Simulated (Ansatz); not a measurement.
Input file:

```yaml
crystal:
  periodic: [false, false, false]
  atoms:
    - {symbol: Al, position_ang: [-0.015433, -0.009008, 0.209240]}
    - {symbol: P, position_ang: [-0.016266, -0.025151, -1.946113]}
    - {symbol: H, position_ang: [0.031698, 0.034159, 1.736873]}
basis:
  gaussian: {orbitals: 6-31G}
magnetization: {spin_polarized: false, initial_magnetization: 1}
hamiltonian: {pseudopotentials: {relativity: scalar}}
correlation: {method: mp2, frozen_orbitals: {Al: 9}}
```

```sh
$ ansatz run in.yaml --threads 1 --pin off --events-out ev --progress --plain --max-ram 2393MiB
```

One thing in this input was set wrong on purpose, beside settings that are merely unusual. What is the gravest fault, and what does the program do?

Wrong frozen-orbital counts. How the run ends: refused.
```
Error: "frozen_orbitals" has no count for P
```
